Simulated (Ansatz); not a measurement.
Calculated with Ansatz (gas phase, PBE0-D4/def2-TZVP geometries, no zero-point term in ΔE). CBS: MP2 limit from def2 TZ/QZ plus the TZ coupled-cluster correction, frozen cores. This one scheme is used for every species. Functionals use def2-TZVPP. B3LYP here is the variant with VWN-RPA as its local correlation; programs differ in this. Each species was taken in one conformer, which may not be the lowest.

Consider the substitution at a C–C bond: `CC(F)(F)CCl` + `C=N` → `C=NC(C)(F)F` + `CCl`.

```csv
level,ΔE (kcal/mol),difference from CCSD(T)/CBS
PBE-D4,-2.1,-1.2
PBE0-D4,-2.1,-1.2
ωB97X-V,-1.8,-0.9
ωB97M-V,-1.4,-0.5
B2PLYP,-2.2,-1.3
PBE,-2.5,-1.6
r2SCAN,-2.5,-1.6
PBE0,-2.5,-1.6
B3LYP,-2.8,-1.9
HF/def2-TZVPP,-3.1,-2.2
SCS-MP2/def2-TZVPP,-1.3,-0.4
CCSD(T)/def2-TZVPP,-1.1,-0.2
HF/def2-QZVPP,-3.2,-2.3
HF/CBS(def2),-3.3,-2.4
MP2/CBS(def2),-1.0,-0.1
CCSD/CBS(def2),-0.9,0.0
CCSD(T)/CBS,-0.9,0
```

Largest T1 diagnostic among the species: 0.012.

In def2-TZVPP, CCSD(T) changes the Hartree–Fock value by +2.0 kcal/mol (the triples alone add +0.0 kcal/mol) and MP2 by +1.9 kcal/mol.
